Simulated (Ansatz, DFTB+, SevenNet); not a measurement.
# Ladder of methods for the c axis length of double-hcp La

Reference value: 12.171 Å (measured, 293 K, not corrected to a static lattice; as tabulated in Wikipedia's data pages).

Problem. What do GFN1-xTB as cut by DFTB+, SevenNet-l3i5, LDA, PBE, rVV10, r²SCAN-D4, HSE06 give, and how far is each from the reference?

Solution. 
```tsv
level (code)	value (Å)	difference (%)
GFN1-xTB as cut by DFTB+	16.955	+39
SevenNet-l3i5	12.229	+0.48
LDA (Ansatz)	11.522	-5.33
PBE (Ansatz)	12.086	-0.70
rVV10 (Ansatz)	12.148	-0.19
r²SCAN-D4 (Ansatz)	11.975	-1.61
HSE06 (Ansatz)	12.192	+0.17
```

Leaving aside GFN1-xTB as cut by DFTB+ (doubt noted below): The reference is not for a static lattice or low temperature, so close values are not ranked against it. Off by more than 1.75 %, or 2.45 % on the side where a correction would as a rule narrow the miss (bounds picked here): LDA (-5.33 %).

The measured value isn't corrected to a static lattice, so vibrations enter the comparison.  GFN1-xTB as cut by DFTB+: the cell has another shape than the first-principles one, perhaps another minimum in the same group. GFN1-xTB as cut by DFTB+: the cell moved over 20 % in volume from its start. GFN1-xTB as cut by DFTB+: the method was fitted mainly to molecules. GFN1-xTB as cut by DFTB+: codes differ in how they cut the long-range tail of xTB's charge interaction in a crystal, so the value belongs to this code. Cutoffs and k meshes differ between the levels. Ansatz's density-functional and Hartree–Fock values are scalar-relativistic unless marked +SOC, with PAW data made under PBE.

Machine-learned potentials (SevenNet-l3i5) are trained on DFT data: a solid inside that data is no test of them.

Differences are worked out from the printed values.

Ansatz is a first-principles code.
